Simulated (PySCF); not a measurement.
**Orbital picture of AlP⁺**

PBE0 at R = 2.494 Å; PySCF, no relativity, basis sets Al def2-SVPD, P def2-SVPD. State: ⁴Σ⁻ (quartet), unpaired electrons σ ↑, π ↑↑. Only the outer orbitals are listed, counted within each symmetry.

```
spin  orbital  occ.  ε (eV)  on Al (%)           main shells (%)
   α       7σ     1  -23.13          5                    93 P s
   α       8σ     1  -16.08         58           57 Al s, 34 P p
   α       3π     1  -13.44          6                    93 P p
   α       3π     1  -13.44          6                    93 P p
   α       9σ     1  -12.86         56  44 P p, 32 Al s, 24 Al p
   α       4π     0   -7.64         90                   90 Al p
   α       4π     0   -7.64         90                   90 Al p
   α      10σ     0   -5.41         75  61 Al p, 14 P p, 10 Al d
   β       7σ     1  -20.13         13            85 P s, 9 Al s
   β       8σ     1  -14.63         69   68 Al s, 18 P p, 12 P s
   β       9σ     0   -9.54         51  47 P p, 30 Al p, 20 Al s
   β       3π     0   -9.10         33           66 P p, 29 Al p
   β       3π     0   -9.10         33           66 P p, 29 Al p
```

Question: Which are the highest filled and the lowest empty level, where do they sit, and how wide is the gap?

Answer: Highest filled α 9σ at -12.86 eV (in %: 44 P p, 32 Al s, 24 Al p); lowest empty β 9σ at -9.54 eV (in %: 47 P p, 30 Al p, 20 Al s); the gap at PBE0 is 3.32 eV.

```json
{
  "bond order (Mayer)": "0.93",
  "⟨S²⟩": "3.762",
  "charge on Al (Mulliken, basis-dependent)": "0.87",
  "charge on Al (Löwdin, basis-dependent)": "0.65",
  "dipole moment (positive dipole points towards P; it is taken about the centre of mass and depends on that origin)": "-3.20 D",
  "polarisability along the bond": "81.7 bohr³",
  "polarisability across the bond": "41.0 bohr³"
}
```

The state was picked by a PBE0 search and need not be the measured ground state.
